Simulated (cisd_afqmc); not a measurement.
Input (AFQMC/CISD/cc-pVDZ; cisd_afqmc is a phaseless AFQMC code with CISD trial states that reads the integrals written by Ansatz):

Ansatz 0.2 input:
```python
import cisd_afqmc

open("ham.yaml", "w").write("""\
crystal:
  periodic: [false, false, false]
  atoms:
    - {symbol: O, position_ang: [-0.02442974, 0.65299425, 0.02901803]}
    - {symbol: O, position_ang: [0.02442974, -0.65299425, -0.02901803]}
    - {symbol: H, position_ang: [0.92959641, 0.94278890, -0.02174973]}
    - {symbol: H, position_ang: [-0.92959641, -0.94278890, 0.02174973]}
basis:
  gaussian:
    orbitals: cc-pVDZ
total_charge: 1
magnetization: {spin_polarized: true, initial_magnetization: 1}
correlation: {method: ccsd, electrons: outside_noble_gas, hamiltonian_folder: ham}
""")
rep = cisd_afqmc.ansatz("ham.yaml")
e_ccsd = rep["correlation"]["coupled_cluster"]["energy"]["hartree"]
out = cisd_afqmc.run("ham", e_ccsd, trial="CISD", walkers=200, populations=8, threads=8, dt=0.005, steps=40, early=24, settle=10, least=32,
    cut=5e-5, rank_cut=2e-4, target=0.0004, seconds=1500, seed=1, memory=17280, gpu=False)
```

Output:

```
orbitals 36, occupied [7, 6], factors 203 of 351, rank of the doubles 211 of 383
E(HF) = -150.430837
E(CCSD) on the cut factors = -150.816952, shift to the whole factors -0.000008
Energy of the trial state on the determinant = -150.816993
  tau behind 7.2 of longer steps, mean of the populations' last blocks
   2.0  -150.82916
   4.0  -150.82833
   6.0  -150.82785
   8.0  -150.82840
  10.0  -150.82785
blocks 381 (2 outliers left out), error by blocks joined: 1: 0.00023, 2: 0.00028, 4: 0.00031, 8: 0.00031, 16: 0.00036
E(AFQMC/CISD) = -150.82776 +/- 0.00036
```
